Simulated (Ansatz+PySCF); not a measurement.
## Stretching singlet HCl

The H–Cl distance is varied.

Basis set: 6-31G (spherical functions). Left uncorrelated: 5 orbitals. Charge 0, multiplicity 1.

Computed with Ansatz (development build ahead of 0.2.0) and PySCF 2.14.0, each point on the determinant that the search for low states chose. Each curve is measured from its own lowest point listed. The UHF-CCSD curve may step between solutions.

| r(H–Cl) (Å) | RHF (eV) | UHF-CCSD (eV) | RHF-CCSD(T) (eV) |
| --- | --- | --- | --- |
| 1.157 | 0.388 | 0.510 | 0.511 |
| 1.221 | 0.097 | 0.167 | 0.168 |
| 1.285 | 0.000 | 0.016 | 0.017 |
| 1.349 | 0.039 | 0.000 | 0.000 |
| 1.414 | 0.173 | 0.076 | 0.075 |
| 1.478 | 0.370 | 0.212 | 0.211 |
| 1.542 | 0.611 | 0.389 | 0.387 |
| 1.607 | 0.879 | 0.590 | 0.586 |
| 1.671 | 1.165 | 0.803 | 0.798 |
| 1.735 | 1.460 | 1.022 | 1.015 |
| 1.799 | 1.759 | 1.241 | 1.231 |
| 1.864 | 2.059 | 1.456 | 1.442 |
| 1.928 | 2.356 | 1.663 | 1.645 |
| 1.992 | 2.649 | 1.860 | 1.838 |
| 2.121 | 3.216 | 2.218 | 2.186 |
| 2.249 | 3.751 | 2.523 | 2.480 |
| 2.378 | 4.251 | 2.771 | 2.716 |
| 2.506 | 4.711 | 2.964 | 2.898 |
| 2.635 | 5.134 | 3.107 | 3.031 |
| 2.763 | 5.518 | 3.207 | 3.123 |
| 2.892 | 5.867 | 3.272 | 3.182 |
| 3.020 | 6.182 | 3.311 | 3.217 |
| 3.149 | 6.465 | 3.334 | 3.234 |

**Question.** Give the PBE0 (restricted) curve at the same distances.

**Answer.** (r (Å), E (eV)): (1.157, 0.459), (1.221, 0.132), (1.285, 0.000), (1.349, 0.004), (1.414, 0.104), (1.478, 0.268), (1.542, 0.477), (1.607, 0.713), (1.671, 0.966), (1.735, 1.228), (1.799, 1.494), (1.864, 1.759), (1.928, 2.020), (1.992, 2.276), (2.121, 2.764), (2.249, 3.215), (2.378, 3.626), (2.506, 3.995), (2.635, 4.324), (2.763, 4.614), (2.892, 4.868), (3.020, 5.090), (3.149, 5.283)

Caution for RHF at some points, RHF-CCSD(T) at some points, PBE0 (restricted) at some points: an unrestricted determinant lies well below. Caution for UHF-CCSD at some points, RHF-CCSD(T) at some points: bonds are stretched, where a single reference can fail; large amplitudes, a single reference is doubtful; the amplitudes may be one of several solutions. Caution for UHF-CCSD at some points: a plain start can end on a higher determinant; the unrestricted determinant is a mixture of spin states; the program doubts this total. Caution for RHF-CCSD(T) at some points: very large amplitudes, the method is breaking down. Caution for PBE0 (restricted) at some points: charge can spread falsely over distant fragments.
